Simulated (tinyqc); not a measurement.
Worked calculation (part 1 of 2): ROHF in the sto-3g basis, for OH+, spin multiplicity 3. Computed by tinyqc, a small Python program that keeps every step (integrals from PySCF). Settings: charge = 1, multiplicity = 3, basis = sto-3g, energy threshold = 1e-09, iteration cap = 80, orthogonalisation = canonical, start = core, DIIS depth = 0, method = ROHF. Command: `OMP_NUM_THREADS=1 python tinyqc.py 28808 28809 out.jsonl` (the two numbers bound the seeds that draw the settings). One thread of a shared host (Intel(R) Xeon(R) Processor @ 2.60GHz), about 0.09 s of CPU time with the checks. Later iterations appear only in the table of the cycle.

## One-electron integrals

Geometry (angstrom):
```
atom         x         y         z
O     0.000000  0.000000  0.000000
H     0.000000  0.000000  1.812000
```

Basis sto-3g: exponents (1/bohr^2) and contraction coefficients of normalised primitives:
```
element  l (shell)    exponent  coefficient
O            s (1)  130.709320     0.154329
O            s (1)   23.808861     0.535328
O            s (1)    6.443608     0.444635
O            s (2)    5.033151    -0.099967
O            s (2)    1.169596     0.399513
O            s (2)    0.380389     0.700115
O            p (3)    5.033151     0.155916
O            p (3)    1.169596     0.607684
O            p (3)    0.380389     0.391957
H            s (1)    3.425251     0.154329
H            s (1)    0.623914     0.535328
H            s (1)    0.168855     0.444635
```

Overlap, kinetic and nuclear-attraction integrals over the contracted functions; the nuclear repulsion is the sum of Za Zb / Rab.

nuclear repulsion = 2.33632323 hartree

overlap S, lower triangle:
```
           1O 1s     1O 2s    1O 2px    1O 2py    1O 2pz     2H 1s
1O 1s   1.000000
1O 2s   0.236704  1.000000
1O 2px  0.000000  0.000000  1.000000
1O 2py  0.000000  0.000000  0.000000  1.000000
1O 2pz  0.000000  0.000000  0.000000  0.000000  1.000000
2H 1s   0.007724  0.110684  0.000000  0.000000  0.117810  1.000000
```

kinetic energy T (hartree), lower triangle:
```
            1O 1s      1O 2s    1O 2px    1O 2py    1O 2pz     2H 1s
1O 1s   29.003200
1O 2s   -0.168011   0.808128
1O 2px   0.000000   0.000000  2.528731
1O 2py   0.000000   0.000000  0.000000  2.528731
1O 2pz   0.000000   0.000000  0.000000  0.000000  2.528731
2H 1s   -0.002163  -0.018180  0.000000  0.000000  0.000062  0.760032
```

nuclear attraction V (hartree), lower triangle:
```
             1O 1s      1O 2s     1O 2px     1O 2py     1O 2pz      2H 1s
1O 1s   -60.910495
1O 2s    -7.252207  -9.343956
1O 2px    0.000000   0.000000  -9.264095
1O 2py    0.000000   0.000000   0.000000  -9.264095
1O 2pz   -0.004332  -0.054675   0.000000   0.000000  -9.286271
2H 1s    -0.242173  -0.674917   0.000000   0.000000  -0.603452  -3.560664
```

core Hamiltonian H = T + V (hartree), lower triangle:
```
             1O 1s      1O 2s     1O 2px     1O 2py     1O 2pz      2H 1s
1O 1s   -31.907295
1O 2s    -7.420217  -8.535828
1O 2px    0.000000   0.000000  -6.735364
1O 2py    0.000000   0.000000   0.000000  -6.735364
1O 2pz   -0.004332  -0.054675   0.000000   0.000000  -6.757540
2H 1s    -0.244337  -0.693097   0.000000   0.000000  -0.603390  -2.800633
```

## Two-electron integrals

Functions are numbered as in S; the eight-fold symmetry (ij|kl) = (ji|kl) = (kl|ij) leaves the list below.

Two-electron integrals (ij|kl) in chemists' order, unique and non-zero (hartree):
```
(11|11) 4.785065   (21|11) 0.741380   (21|21) 0.136873   (22|11) 1.118947
(22|21) 0.256633   (22|22) 0.817206   (31|31) 0.024477   (32|31) 0.037809
(32|32) 0.180518   (33|11) 1.115814   (33|21) 0.256684   (33|22) 0.817023
(33|33) 0.880159   (41|41) 0.024477   (42|41) 0.037809   (42|42) 0.180518
(43|43) 0.047444   (44|11) 1.115814   (44|21) 0.256684   (44|22) 0.817023
(44|33) 0.785270   (44|44) 0.880159   (51|51) 0.024477   (52|51) 0.037809
(52|52) 0.180518   (53|53) 0.047444   (54|54) 0.047444   (55|11) 1.115814
(55|21) 0.256684   (55|22) 0.817023   (55|33) 0.785270   (55|44) 0.785270
(55|55) 0.880159   (61|11) 0.024466   (61|21) 0.004483   (61|22) 0.008367
(61|33) 0.008355   (61|44) 0.008355   (61|51) 0.000194   (61|52) 0.000369
(61|55) 0.008391   (61|61) 0.000149   (62|11) 0.077302   (62|21) 0.018031
(62|22) 0.066144   (62|33) 0.065030   (62|44) 0.065030   (62|51) 0.001324
(62|52) 0.011403   (62|55) 0.068305   (62|61) 0.000602   (62|62) 0.007612
(63|31) 0.001649   (63|32) 0.010454   (63|53) 0.002252   (63|63) 0.000960
(64|41) 0.001649   (64|42) 0.010454   (64|54) 0.002252   (64|64) 0.000960
(65|11) 0.066271   (65|21) 0.015627   (65|22) 0.061251   (65|33) 0.058878
(65|44) 0.058878   (65|51) 0.002520   (65|52) 0.019285   (65|55) 0.065928
(65|61) 0.000536   (65|62) 0.008563   (65|65) 0.010461   (66|11) 0.291741
(66|21) 0.069047   (66|22) 0.290983   (66|33) 0.284146   (66|44) 0.284146
(66|51) 0.004285   (66|52) 0.053239   (66|55) 0.304568   (66|61) 0.002300
(66|62) 0.048245   (66|65) 0.063068   (66|66) 0.774606
```

## Orthogonalisation

S = U s U^T; canonical form X = U s^(-1/2), so that X^T S X = 1. Each column of U has its largest component positive (the first on a tie).

eigenvalues of S: 0.736384  0.892130  1.000000  1.000000  1.101163  1.270322

X:
```
                1          2          3         4          5         6
1O 1s   -0.715360   0.377278   0.000000  0.000000  -0.336482  0.540785
1O 2s    0.809699  -0.150386   0.000000  0.000000  -0.162443  0.606957
1O 2px   0.000000   0.000000   0.773526  0.633765   0.000000  0.000000
1O 2py   0.000000   0.000000  -0.633765  0.773526   0.000000  0.000000
1O 2pz   0.178143   0.721113   0.000000  0.000000   0.665094  0.142016
2H 1s   -0.398619  -0.660269   0.000000  0.000000   0.571116  0.325864
```

Within a degenerate level the vectors are fixed only up to a rotation; this is one choice.

## Starting guess

The start is the orbitals of the core Hamiltonian; D(s) = C_occ C_occ^T for each spin.

D(alpha) at the start, lower triangle:
```
            1O 1s      1O 2s    1O 2px    1O 2py     1O 2pz     2H 1s
1O 1s    1.059630
1O 2s   -0.252205   1.066619
1O 2px   0.000000   0.000000  1.000000
1O 2py   0.000000   0.000000  0.000000  1.000000
1O 2pz  -0.001616   0.008404  0.000000  0.000000   1.009439
2H 1s    0.009143  -0.037559  0.000000  0.000000  -0.050797  0.003849
```

D(beta) at the start, lower triangle:
```
            1O 1s      1O 2s    1O 2px    1O 2py     1O 2pz     2H 1s
1O 1s    1.059630
1O 2s   -0.252205   1.066619
1O 2px   0.000000   0.000000  0.000000
1O 2py   0.000000   0.000000  0.000000  0.000000
1O 2pz  -0.001616   0.008404  0.000000  0.000000   1.009439
2H 1s    0.009143  -0.037559  0.000000  0.000000  -0.050797  0.003849
```

## Iteration 1: building the Fock matrix

J_ij = sum D_kl (ij|kl) with D = D(alpha) + D(beta), K_ij = sum D_kl (ik|jl) for each spin; F = H + J - K(s); E = tr D H + tr D J / 2 - 0.5 sum_s tr D(s) K(s) + E_nn.

Coulomb J (hartree), lower triangle:
```
            1O 1s     1O 2s    1O 2px    1O 2py    1O 2pz     2H 1s
1O 1s   16.242243
1O 2s    3.006951  7.119417
1O 2px   0.000000  0.000000  7.080210
1O 2py   0.000000  0.000000  0.000000  7.080210
1O 2pz   0.000442  0.000616  0.000000  0.000000  7.175124
2H 1s    0.098662  0.552578  0.000000  0.000000  0.503926  2.340281
```

exchange K(alpha) (hartree), lower triangle:
```
           1O 1s     1O 2s    1O 2px    1O 2py    1O 2pz     2H 1s
1O 1s   4.916187
1O 2s   0.856050  1.424726
1O 2px  0.000000  0.000000  1.173926
1O 2py  0.000000  0.000000  0.000000  1.173926
1O 2pz  0.000087  0.000918  0.000000  0.000000  1.174706
2H 1s   0.030225  0.096071  0.000000  0.000000  0.065677  0.013586
```

exchange K(beta) (hartree), lower triangle:
```
           1O 1s     1O 2s    1O 2px    1O 2py    1O 2pz     2H 1s
1O 1s   4.867232
1O 2s   0.780433  1.063689
1O 2px  0.000000  0.000000  0.246322
1O 2py  0.000000  0.000000  0.000000  0.246322
1O 2pz  0.000087  0.000918  0.000000  0.000000  1.079817
2H 1s   0.026926  0.075163  0.000000  0.000000  0.061174  0.011666
```

F(alpha) (hartree), lower triangle:
```
             1O 1s      1O 2s     1O 2px     1O 2py     1O 2pz      2H 1s
1O 1s   -20.581240
1O 2s    -5.269317  -2.841137
1O 2px    0.000000   0.000000  -0.829080
1O 2py    0.000000   0.000000   0.000000  -0.829080
1O 2pz   -0.003977  -0.054977   0.000000   0.000000  -0.757121
2H 1s    -0.175899  -0.236590   0.000000   0.000000  -0.165141  -0.473938
```

F(beta) (hartree), lower triangle:
```
             1O 1s      1O 2s    1O 2px    1O 2py     1O 2pz      2H 1s
1O 1s   -20.532285
1O 2s    -5.193700  -2.480100
1O 2px    0.000000   0.000000  0.098523
1O 2py    0.000000   0.000000  0.000000  0.098523
1O 2pz   -0.003977  -0.054977  0.000000  0.000000  -0.662232
2H 1s    -0.172600  -0.215682  0.000000  0.000000  -0.160637  -0.472018
```

total energy of this density = -73.79418315 hartree

## Iteration 1: Roothaan effective Fock matrix

With projectors Pc = D(beta) S, Po = (D(alpha) - D(beta)) S, Pv = 1 - D(alpha) S, the block xy is Px^T F Py; with Fc = (F(alpha) + F(beta))/2, the blocks are Fc for cc, oo, vv and cv, F(beta) for co and F(alpha) for ov.

effective F (hartree), lower triangle:
```
             1O 1s      1O 2s     1O 2px     1O 2py     1O 2pz      2H 1s
1O 1s   -20.556762
1O 2s    -5.231508  -2.660619
1O 2px    0.000000   0.000000  -0.365278
1O 2py    0.000000   0.000000   0.000000  -0.365278
1O 2pz   -0.003977  -0.054977   0.000000   0.000000  -0.709677
2H 1s    -0.174249  -0.226136   0.000000   0.000000  -0.162889  -0.472978
```

## Iteration 1: diagonalisation and new density

Diagonalise F' = X^T F X, C = X C', fill 5 alpha and 3 beta electrons from the bottom; D(s) = C_occ C_occ^T. Each column has its largest component positive (the first on a tie).

F' = X^T F X (hartree), lower triangle:
```
           1          2          3          4          5           6
1  -6.246395
2   3.583826  -2.761003
3   0.000000   0.000000  -0.365278
4   0.000000   0.000000   0.000000  -0.365278
5  -3.827862   2.373767   0.000000   0.000000  -3.438892
6   6.729926  -4.599839   0.000000   0.000000   5.204059  -10.666848
```

orbital energies (hartree): MO1 -20.564196, MO2 -1.412885, MO3 -0.722985, MO4 -0.413072, MO5 -0.365278, MO6 -0.365278

coefficients C:
```
              MO1        MO2        MO3        MO4       MO5        MO6
1O 1s    0.994993  -0.261623   0.027589   0.023021  0.000000   0.000000
1O 2s    0.020380   1.021683  -0.116938  -0.122832  0.000000   0.000000
1O 2px   0.000000   0.000000   0.000000   0.000000  0.120368   0.992729
1O 2py   0.000000   0.000000   0.000000   0.000000  0.992729  -0.120368
1O 2pz   0.000411   0.078243   0.938683  -0.356382  0.000000   0.000000
2H 1s   -0.001362   0.030060   0.242057   0.983725  0.000000   0.000000
```

D(alpha) after iteration 1, lower triangle:
```
            1O 1s      1O 2s    1O 2px    1O 2py     1O 2pz     2H 1s
1O 1s    1.059748
1O 2s   -0.253072   1.073014
1O 2px   0.000000   0.000000  0.014488
1O 2py   0.000000   0.000000  0.119493  0.985512
1O 2pz  -0.002369   0.013955  0.000000  0.000000   1.014257
2H 1s    0.020105  -0.118455  0.000000  0.000000  -0.121016  1.027213
```

D(beta) after iteration 1, lower triangle:
```
            1O 1s      1O 2s    1O 2px    1O 2py    1O 2pz     2H 1s
1O 1s    1.059218
1O 2s   -0.250244   1.057926
1O 2px   0.000000   0.000000  0.000000
1O 2py   0.000000   0.000000  0.000000  0.000000
1O 2pz   0.005836  -0.029820  0.000000  0.000000  0.887248
2H 1s   -0.002542   0.002378  0.000000  0.000000  0.229566  0.059497
```

Within a degenerate level the vectors are fixed only up to a rotation; this is one choice.

## Iteration 2: building the Fock matrix

As before.

Coulomb J (hartree), lower triangle:
```
            1O 1s     1O 2s    1O 2px    1O 2py    1O 2pz     2H 1s
1O 1s   15.329380
1O 2s    2.799217  6.539139
1O 2px   0.000000  0.000000  6.433615
1O 2py   0.000000  0.000000  0.011339  6.525755
1O 2pz   0.003873  0.053942  0.000000  0.000000  6.635637
2H 1s    0.091942  0.533701  0.000000  0.000000  0.507703  2.874722
```

exchange K(alpha) (hartree), lower triangle:
```
           1O 1s     1O 2s    1O 2px    1O 2py    1O 2pz     2H 1s
1O 1s   4.891916
1O 2s   0.818322  1.245756
1O 2px  0.000000  0.000000  0.306163
1O 2py  0.000000  0.000000  0.099504  1.114748
1O 2pz  0.000081  0.003154  0.000000  0.000000  1.130975
2H 1s   0.028259  0.108143  0.000000  0.000000  0.101767  0.788909
```

exchange K(beta) (hartree), lower triangle:
```
           1O 1s      1O 2s    1O 2px    1O 2py    1O 2pz     2H 1s
1O 1s   4.863889
1O 2s   0.776346   1.047157
1O 2px  0.000000   0.000000  0.241207
1O 2py  0.000000   0.000000  0.000000  0.241207
1O 2pz  0.000279  -0.007281  0.000000  0.000000  1.009870
2H 1s   0.027309   0.100747  0.000000  0.000000  0.143999  0.091947
```

F(alpha) (hartree), lower triangle:
```
             1O 1s      1O 2s     1O 2px     1O 2py     1O 2pz      2H 1s
1O 1s   -21.469831
1O 2s    -5.439323  -3.242445
1O 2px    0.000000   0.000000  -0.607912
1O 2py    0.000000   0.000000  -0.088165  -1.324358
1O 2pz   -0.000540  -0.003887   0.000000   0.000000  -1.252878
2H 1s    -0.180654  -0.267540   0.000000   0.000000  -0.197454  -0.714820
```

F(beta) (hartree), lower triangle:
```
             1O 1s      1O 2s     1O 2px     1O 2py     1O 2pz      2H 1s
1O 1s   -21.441804
1O 2s    -5.397346  -3.043846
1O 2px    0.000000   0.000000  -0.542956
1O 2py    0.000000   0.000000   0.011339  -0.450816
1O 2pz   -0.000738   0.006548   0.000000   0.000000  -1.131773
2H 1s    -0.179704  -0.260143   0.000000   0.000000  -0.239686  -0.017857
```

total energy of this density = -73.66220472 hartree

## Iteration 2: Roothaan effective Fock matrix

As before.

effective F (hartree), lower triangle:
```
             1O 1s      1O 2s     1O 2px     1O 2py     1O 2pz      2H 1s
1O 1s   -21.455825
1O 2s    -5.418325  -3.143029
1O 2px    0.000000   0.000000  -0.575434
1O 2py    0.000000   0.000000  -0.038413  -0.887587
1O 2pz   -0.000016   0.002611   0.000000   0.000000  -1.213368
2H 1s    -0.182300  -0.270346   0.000000   0.000000  -0.181575  -0.338404
```

## Iteration 2: diagonalisation and new density

As before.

F' = X^T F X (hartree), lower triangle:
```
           1          2          3          4          5           6
1  -6.758734
2   3.835031  -3.079249
3   0.000000   0.000000  -0.663150
4   0.000000   0.000000   0.145473  -0.799871
5  -4.032768   2.169360   0.000000   0.000000  -3.769864
6   6.825186  -4.802500   0.000000   0.000000   5.450254  -11.237523
```

orbital energies (hartree): MO1 -21.462091, MO2 -1.879788, MO3 -1.215047, MO4 -0.892245, MO5 -0.570776, MO6 -0.288443

coefficients C:
```
              MO1        MO2        MO3       MO4        MO5        MO6
1O 1s    0.995469  -0.261146   0.000188  0.000000   0.000000   0.024317
1O 2s    0.018500   1.027469  -0.002204  0.000000   0.000000  -0.130290
1O 2px   0.000000   0.000000   0.000000  0.120368   0.992729   0.000000
1O 2py   0.000000   0.000000   0.000000  0.992729  -0.120368   0.000000
1O 2pz   0.000123  -0.004822   0.993987  0.000000   0.000000  -0.161937
2H 1s   -0.001078   0.013217   0.043270  0.000000   0.000000   1.012504
```

D(alpha) after iteration 2, lower triangle:
```
            1O 1s      1O 2s    1O 2px    1O 2py    1O 2pz     2H 1s
1O 1s    1.059156
1O 2s   -0.249903   1.056039
1O 2px   0.000000   0.000000  1.000000
1O 2py   0.000000   0.000000  0.000000  1.000000
1O 2pz   0.001569  -0.007144  0.000000  0.000000  0.988033
2H 1s   -0.004517   0.013464  0.000000  0.000000  0.042946  0.002048
```

D(beta) after iteration 2, lower triangle:
```
            1O 1s      1O 2s    1O 2px    1O 2py    1O 2pz     2H 1s
1O 1s    1.059156
1O 2s   -0.249903   1.056039
1O 2px   0.000000   0.000000  0.000000
1O 2py   0.000000   0.000000  0.000000  0.000000
1O 2pz   0.001569  -0.007144  0.000000  0.000000  0.988033
2H 1s   -0.004517   0.013464  0.000000  0.000000  0.042946  0.002048
```

## Iteration 3: building the Fock matrix

As before.

Coulomb J (hartree), lower triangle:
```
            1O 1s      1O 2s    1O 2px    1O 2py    1O 2pz     2H 1s
1O 1s   16.211325
1O 2s    3.000135   7.103410
1O 2px   0.000000   0.000000  7.064478
1O 2py   0.000000   0.000000  0.000000  7.064478
1O 2pz  -0.000409  -0.000782  0.000000  0.000000  7.158566
2H 1s    0.098431   0.552212  0.000000  0.000000  0.504135  2.348766
```

exchange K(alpha) (hartree), lower triangle:
```
           1O 1s      1O 2s    1O 2px    1O 2py    1O 2pz     2H 1s
1O 1s   4.915186
1O 2s   0.855452   1.421713
1O 2px  0.000000   0.000000  1.172605
1O 2py  0.000000   0.000000  0.000000  1.172605
1O 2pz  0.000071  -0.001983  0.000000  0.000000  1.168359
2H 1s   0.030119   0.113929  0.000000  0.000000  0.095327  0.028311
```

exchange K(beta) (hartree), lower triangle:
```
           1O 1s      1O 2s    1O 2px    1O 2py    1O 2pz     2H 1s
1O 1s   4.866231
1O 2s   0.779835   1.060676
1O 2px  0.000000   0.000000  0.245001
1O 2py  0.000000   0.000000  0.000000  0.245001
1O 2pz  0.000071  -0.001983  0.000000  0.000000  1.073470
2H 1s   0.026820   0.093021  0.000000  0.000000  0.090824  0.026391
```

F(alpha) (hartree), lower triangle:
```
             1O 1s      1O 2s     1O 2px     1O 2py     1O 2pz      2H 1s
1O 1s   -20.611156
1O 2s    -5.275535  -2.854131
1O 2px    0.000000   0.000000  -0.843491
1O 2py    0.000000   0.000000   0.000000  -0.843491
1O 2pz   -0.004811  -0.053475   0.000000   0.000000  -0.767332
2H 1s    -0.176024  -0.254813   0.000000   0.000000  -0.194582  -0.480177
```

F(beta) (hartree), lower triangle:
```
             1O 1s      1O 2s    1O 2px    1O 2py     1O 2pz      2H 1s
1O 1s   -20.562201
1O 2s    -5.199918  -2.493094
1O 2px    0.000000   0.000000  0.084112
1O 2py    0.000000   0.000000  0.000000  0.084112
1O 2pz   -0.004811  -0.053475  0.000000  0.000000  -0.672443
2H 1s    -0.172725  -0.233906  0.000000  0.000000  -0.190079  -0.478257
```

total energy of this density = -73.83589537 hartree

## Iteration 3: Roothaan effective Fock matrix

As before.

effective F (hartree), lower triangle:
```
             1O 1s      1O 2s     1O 2px     1O 2py     1O 2pz      2H 1s
1O 1s   -20.586679
1O 2s    -5.237726  -2.673613
1O 2px    0.000000   0.000000  -0.379689
1O 2py    0.000000   0.000000   0.000000  -0.379689
1O 2pz   -0.004811  -0.053475   0.000000   0.000000  -0.719888
2H 1s    -0.174375  -0.244359   0.000000   0.000000  -0.192331  -0.479217
```

## Iteration 3: diagonalisation and new density

As before.

F' = X^T F X (hartree), lower triangle:
```
           1          2          3          4          5           6
1  -6.247816
2   3.609708  -2.749180
3   0.000000   0.000000  -0.379689
4   0.000000   0.000000   0.000000  -0.379689
5  -3.835722   2.374796   0.000000   0.000000  -3.468742
6   6.735597  -4.601055   0.000000   0.000000   5.196639  -10.695181
```

orbital energies (hartree): MO1 -20.594071, MO2 -1.426604, MO3 -0.746380, MO4 -0.393865, MO5 -0.379689, MO6 -0.379689

coefficients C:
```
              MO1        MO2        MO3        MO4       MO5        MO6
1O 1s    0.995010  -0.260919   0.030625   0.026198  0.000000   0.000000
1O 2s    0.020311   1.018500  -0.130858  -0.134665  0.000000   0.000000
1O 2px   0.000000   0.000000   0.000000   0.000000  0.958125  -0.286349
1O 2py   0.000000   0.000000   0.000000   0.000000  0.286349   0.958125
1O 2pz   0.000447   0.077004   0.916050  -0.411314  0.000000   0.000000
2H 1s   -0.001347   0.049930   0.298070   0.967405  0.000000   0.000000
```

D(alpha) after iteration 3, lower triangle:
```
            1O 1s      1O 2s    1O 2px    1O 2py     1O 2pz     2H 1s
1O 1s    1.059748
1O 2s   -0.253072   1.073014
1O 2px   0.000000   0.000000  0.918004
1O 2py   0.000000   0.000000  0.274358  0.081996
1O 2pz  -0.002369   0.013955  0.000000  0.000000   1.014257
2H 1s    0.020105  -0.118455  0.000000  0.000000  -0.121016  1.027213
```

D(beta) after iteration 3, lower triangle:
```
            1O 1s      1O 2s    1O 2px    1O 2py    1O 2pz     2H 1s
1O 1s    1.059061
1O 2s   -0.249544   1.054879
1O 2px   0.000000   0.000000  0.000000
1O 2py   0.000000   0.000000  0.000000  0.000000
1O 2pz   0.008407  -0.041435  0.000000  0.000000  0.845078
2H 1s   -0.005240   0.011821  0.000000  0.000000  0.276891  0.091340
```

Within a degenerate level the vectors are fixed only up to a rotation; this is one choice.
